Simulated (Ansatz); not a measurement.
# BSiH4 (quartet): from Hartree-Fock to the top rungs, cc-pVDZ

An exercise on one series of results from a longer session: the logs are not shown, and one member is left open.

The runs use Ansatz 0.2.0, Gaussian basis; cc-pVDZ, core rule «outside noble gas», up to 6 orbitals frozen.

To be run: UHF; CCSD(T) on ROHF; CCSD(T) on UHF; BCCD(T) on ROHF; CISD; CCSDT(Q) on ROHF; CCSDT(Q) on UHF.

16 further runs of the same task are left out: 4 that didn't finish, 12 set aside as unsound or not needed.

### The system

The geometry is a PBE0/def2-TZVP stationary point (not a proven minimum) of the parent state, kept for this charge and spin.

6 atoms, charge 0, spin multiplicity 4.

Atoms are counted from 1 here; the program's logs count them from 0.

Bond lengths: Si1–B2 1.922 Å, Si1–H3 1.484 Å, Si1–H4 1.484 Å, B2–H5 1.194 Å, B2–H6 1.194 Å. Angles: B2–Si1–H3 124.8°, B2–Si1–H4 124.8°, H3–Si1–H4 110.4°, Si1–B2–H5 119.7°, Si1–B2–H6 119.7°, H5–B2–H6 120.6°.

The first run:

File in.yaml:

```yaml
crystal:
  periodic: [false, false, false]
  atoms:
    - {symbol: Si, position_ang: [0.000000, 0.000000, 0.562441]}
    - {symbol: B, position_ang: [0.000000, 0.000000, -1.359948]}
    - {symbol: H, position_ang: [0.000000, 1.218724, 1.409347]}
    - {symbol: H, position_ang: [0.000000, -1.218724, 1.409347]}
    - {symbol: H, position_ang: [0.000000, 1.037036, -1.952056]}
    - {symbol: H, position_ang: [0.000000, -1.037036, -1.952056]}
basis:
  gaussian: {orbitals: cc-pVDZ}
magnetization: {spin_polarized: true, initial_magnetization: 3}
hamiltonian: {xc: hf}
output: {orbitals: {seedname: orbitals}}
```

Started as:

```
ansatz run in.yaml --threads 1 --pin off --events-out ev --progress --plain --max-ram 2393MiB
```

Steps of the session up to this table: UHF; CCSD(T) on ROHF; CCSD(T) on UHF; BCCD(T) on ROHF; CISD; CCSDT(Q) on ROHF; CCSDT(Q) on UHF.

One table of the session follows, with a row left open; its other results are not shown here.

It belongs to the step «Misses and costs». 

```
   method  from UCCSDT(Q) (meV)
     ROHF               +5953.1
      UHF               +5814.6
     RMP2               +1351.3
     UMP2               +1350.5
     CISD                +610.6
    RCCSD                     ?
    UCCSD                +186.6
 RCCSD(T)                 +42.0
 UCCSD(T)                 +40.9
  BCCD(T)                 +41.7
   RCCSDT                  +6.1
   UCCSDT                  +5.1
RCCSDT(Q)                  +1.3
UCCSDT(Q)                     0
```

**Question.** Estimate the row for RCCSD.

**Answer.** from UCCSDT(Q) (meV): +189.9. In the column «from UCCSDT(Q) (meV)» it lies between UCCSD (+186.6) and CISD (+610.6).

To keep in mind: Restricted and unrestricted rows rest on different reference determinants; where their highest levels disagree by more than a few hundredths of an eV, they describe different states and don't form one ladder.
